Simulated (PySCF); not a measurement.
Computed with B3LYP-D3(BJ)/def2-TZVP in PySCF. Gas-phase values, no solvent. One relaxed conformer stands for a flexible species; it need not be the lowest. B3LYP has the VWN-RPA correlation part, as in Gaussian. Delta-SCF ions had no search for a lower state. 

Reference species (SMILES): `CCS` (C–C–S–H torsion 62°) (neutral, multiplicity 1).

The vertical ionisation energy (Delta-SCF) is 9.21 eV and the HOMO is -6.52 eV.

Changed species: `[SH][AlH2]` (X = AlH2; the reference has X = ethyl).

Question: Give the shifts of the vertical ionisation energy (Delta-SCF) and HOMO.

Answer: the vertical ionisation energy (Delta-SCF) increases by 1.03 eV, to 10.24 eV; the HOMO drops by 1.05 eV, to -7.57 eV.
